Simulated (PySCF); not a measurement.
# QCISD(T)/STO-3G run of BH2Cl (SMILES BCl)

What is the energy change on altering one bond length of BH2Cl at QCISD(T)/STO-3G? 

The calculation is run with PySCF 2.14.0.

10 further runs of the same task are left out: 10 set aside as unsound or not needed.

## Step 1: The system as given

The species is BH2Cl (4 atoms), meant as a singlet with charge 0. As SMILES, `BCl`. Geometry: relaxed at PBE0-D4/def2-TZVP.

Bond lengths: B1–Cl2 1.733 Å, B1–H3 1.190 Å, B1–H4 1.190 Å. Angles: Cl2–B1–H3 118.1°, Cl2–B1–H4 118.1°, H3–B1–H4 123.7°.

## Step 2: The energy at QCISD(T)/STO-3G

Contents of input.py:

```python
from pyscf import gto, scf, cc

mol = gto.M(
    atom=[
    ('B', (-0.116700, 0.021700, -0.075300)),
    ('Cl', (1.365000, -0.395300, 0.721200)),
    ('H', (-1.106200, -0.559500, 0.240400)),
    ('H', (-0.086600, 0.872800, -0.906600)),
],
    max_memory=1860,
    spin=0,
    verbose=4,
    basis='sto-3g',
)

mf = scf.RHF(mol)
mf.conv_tol = 1e-10
mf.kernel()
if not mf.converged:
    mf = mf.newton().run(mf.mo_coeff, mf.mo_occ)

mycc = cc.QCISD(mf, frozen=6)
mycc.kernel()
e_t = mycc.qcisd_t()
e_tot = mycc.e_tot + e_t
print('Final energy', e_tot)
```

Launch:

```sh
$ OMP_NUM_THREADS=1 python input.py
```

The log of the run:

```text
PySCF version 2.14.0

[INPUT] num. atoms = 4
[INPUT] num. electrons = 24
[INPUT] charge = 0
[INPUT] spin (= nelec alpha-beta = 2S) = 0
[INPUT] symmetry False subgroup None
[INPUT] Mole.unit = angstrom
[INPUT] Symbol           X                Y                Z      unit          X                Y                Z       unit  Magmom
[INPUT]  1 B     -0.116700000000   0.021700000000  -0.075300000000 AA   -0.220531038737   0.041007056903  -0.142296377180 Bohr   0.0
[INPUT]  2 Cl     1.365000000000  -0.395300000000   0.721200000000 AA    2.579476160031  -0.747008737041   1.362870481036 Bohr   0.0
[INPUT]  3 H     -1.106200000000  -0.559500000000   0.240400000000 AA   -2.090415038994  -1.057301766694   0.454290160345 Bohr   0.0
[INPUT]  4 H     -0.086600000000   0.872800000000  -0.906600000000 AA   -0.163650282387   1.649352961520  -1.713225704531 Bohr   0.0

nuclear repulsion = 37.7830159999581
number of shells = 10
number of NR pGTOs = 48
number of NR cGTOs = 16
basis = sto-3g
ecp = {}

******** <class 'pyscf.scf.hf.RHF'> ********
method = RHF
initial guess = minao
damping factor = 0
level_shift factor = 0
DIIS = <class 'pyscf.scf.diis.CDIIS'>
diis_start_cycle = 1
diis_space = 8
diis_damp = 0
SCF conv_tol = 1e-10
SCF conv_tol_grad = None
SCF max_cycles = 50
direct_scf = True
direct_scf_tol = 1e-13
Set gradient conv threshold to 1e-05
Initial guess from minao.
init E= -479.778388555504
  HOMO = -0.320852109203523  LUMO = 0.133988943816404  gap/eV = 12.37686
cycle= 1 E= -480.087701192727  delta_E= -0.309  |g|= 0.282  |ddm|= 2.06
  HOMO = -0.36204723599717  LUMO = 0.148221370886359  gap/eV = 13.88512
cycle= 2 E= -480.126834214786  delta_E= -0.0391  |g|= 0.0605  |ddm|= 0.606
  HOMO = -0.388345150224257  LUMO = 0.209350641300012  gap/eV = 16.26413
cycle= 3 E= -480.128478731041  delta_E= -0.00164  |g|= 0.0155  |ddm|= 0.108
  HOMO = -0.389188656673074  LUMO = 0.206752005255525  gap/eV = 16.21637
cycle= 4 E= -480.128631318853  delta_E= -0.000153  |g|= 0.00171  |ddm|= 0.0409
  HOMO = -0.388751848299362  LUMO = 0.206777476736061  gap/eV = 16.20518
cycle= 5 E= -480.128634709786  delta_E= -3.39e-06  |g|= 0.000478  |ddm|= 0.00571
  HOMO = -0.388767930697607  LUMO = 0.20683742693973  gap/eV = 16.20725
cycle= 6 E= -480.128634947747  delta_E= -2.38e-07  |g|= 3.97e-05  |ddm|= 0.00189
  HOMO = -0.388768564972311  LUMO = 0.206829414954388  gap/eV = 16.20705
cycle= 7 E= -480.128634949013  delta_E= -1.27e-09  |g|= 3.55e-06  |ddm|= 0.000131
  HOMO = -0.388769313597022  LUMO = 0.206830030779171  gap/eV = 16.20708
cycle= 8 E= -480.128634949021  delta_E= -7.5e-12  |g|= 2.23e-07  |ddm|= 9.15e-06
  HOMO = -0.388769263949773  LUMO = 0.206830097461906  gap/eV = 16.20708
Extra cycle  E= -480.128634949021  delta_E= -5.68e-13  |g|= 5.3e-08  |ddm|= 4.6e-07
converged SCF energy = -480.128634949021

******** <class 'pyscf.cc.qcisd.QCISD'> ********
QCISD nocc = 6, nmo = 10
frozen orbitals 6
max_cycle = 50
direct = 0
conv_tol = 1e-07
conv_tol_normt = 1e-05
diis_space = 6
diis_start_cycle = 0
diis_start_energy_diff = 1e+09
Init t2, MP2 energy = -480.172658485494  E_corr(MP2) -0.0440235364728822
Init E_corr(QCISD) = -0.0440235364728835
cycle = 1  E_corr(QCISD) = -0.0533977487220899  dE = -0.00937421225  norm(t1,t2) = 0.040443
cycle = 2  E_corr(QCISD) = -0.0574612638860597  dE = -0.00406351516  norm(t1,t2) = 0.0151836
cycle = 3  E_corr(QCISD) = -0.0595847036500037  dE = -0.00212343976  norm(t1,t2) = 0.00788191
cycle = 4  E_corr(QCISD) = -0.059959085767234  dE = -0.000374382117  norm(t1,t2) = 0.00235056
cycle = 5  E_corr(QCISD) = -0.0598685904218874  dE = 9.04953453e-05  norm(t1,t2) = 0.000996701
cycle = 6  E_corr(QCISD) = -0.0598713658580965  dE = -2.77543621e-06  norm(t1,t2) = 0.000126179
cycle = 7  E_corr(QCISD) = -0.0598701405467153  dE = 1.22531138e-06  norm(t1,t2) = 2.1377e-05
cycle = 8  E_corr(QCISD) = -0.0598704477856711  dE = -3.07238956e-07  norm(t1,t2) = 6.32364e-06
cycle = 9  E_corr(QCISD) = -0.0598704105091587  dE = 3.72765124e-08  norm(t1,t2) = 1.82009e-06
QCISD converged
E(QCISD) = -480.1885053595307  E_corr = -0.05987041050915865
QCISD(T) correction = -0.00110816638797389
Final energy -480.1896135259186
```

It took 0.68 s on 1 thread of Arm Neoverse V1, shared host; peak memory 0.1 GiB.

## Step 3: The distorted shape

Contents of run.py:

```python
from pyscf import gto, cc

mol = gto.M(
    atom='''
B     -1.620546     0.435019    -0.894885
Cl     2.579476    -0.747009     1.362870
H     -3.490430    -0.663290    -0.298299
H     -1.563665     2.043365    -2.465815
''',
    charge=0,
    spin=0,
    max_memory=1860,
    unit='bohr',
    verbose=3,
    basis='sto-3g',
)

mf = mol.RHF()
mf.conv_tol = 1e-10
mf.kernel()
if not mf.converged:
    mf = mf.newton().run(mf.mo_coeff, mf.mo_occ)

mycc = cc.QCISD(mf, frozen=6)
mycc.kernel()
e_t = mycc.qcisd_t()
energy = mycc.e_tot + e_t
print('Final energy', energy)
```

Launch:

```sh
$ OMP_NUM_THREADS=1 python run.py
```

The log of the run:

```text
converged SCF energy = -479.978643943907
E(QCISD) = -480.061450379555  E_corr = -0.08280643564752126
QCISD(T) correction = -0.00155813831487744
Final energy -480.06300851786983
```

Wall time 0.78 s (1 thread of Arm Neoverse V1, shared host); peak memory 0.12 GiB.

## Step 4: Summary of results

At QCISD(T)/STO-3G, 6 core orbitals frozen:

| quantity | value |
| --- | --- |
| first shape: total energy | -480.18961 Eh |
| first shape: dipole moment (Hartree–Fock density) | 1.50 D |
| first shape: HOMO energy (Hartree–Fock orbitals) | -10.58 eV |
| first shape: LUMO energy (Hartree–Fock orbitals) | 5.63 eV |
| first shape: HOMO–LUMO gap (Hartree–Fock orbitals) | 16.21 eV |
| first shape: correlation energy (6 core orbitals frozen) | -61.0 mEh |
| first shape: (T) correction | -1.11 mEh |
| first shape: T1 diagnostic | 0.015 |
| distorted shape: total energy | -480.06301 Eh |
| distorted shape: dipole moment (Hartree–Fock density) | 4.86 D |
| distorted shape: HOMO energy (Hartree–Fock orbitals) | -8.74 eV |
| distorted shape: LUMO energy (Hartree–Fock orbitals) | 3.37 eV |
| distorted shape: HOMO–LUMO gap (Hartree–Fock orbitals) | 12.11 eV |
| distorted shape: correlation energy (6 core orbitals frozen) | -84.4 mEh |
| distorted shape: (T) correction | -1.56 mEh |
| distorted shape: T1 diagnostic | 0.034 |
| energy change with the B1–Cl2 bond stretched from 1.733 to 2.600 Å | 3.445 eV |

In words: With the B1–Cl2 bond stretched from 1.733 to 2.600 Å the energy rises by 3.45 eV (79 kcal/mol). The first shape isn't relaxed at this level, so the change isn't measured from a minimum. The minimal basis adds a large error of its own. Mulliken charges (first shape) of the mean-field density run from -0.22 on Cl2 to +0.29 on B1. The triples (first shape) make up 1.8 % of the correlation energy. The T1 diagnostic (distorted shape) of 0.034 is above the customary mark for such species, so a single reference may not serve. The triples (distorted shape) make up 1.8 % of the correlation energy.
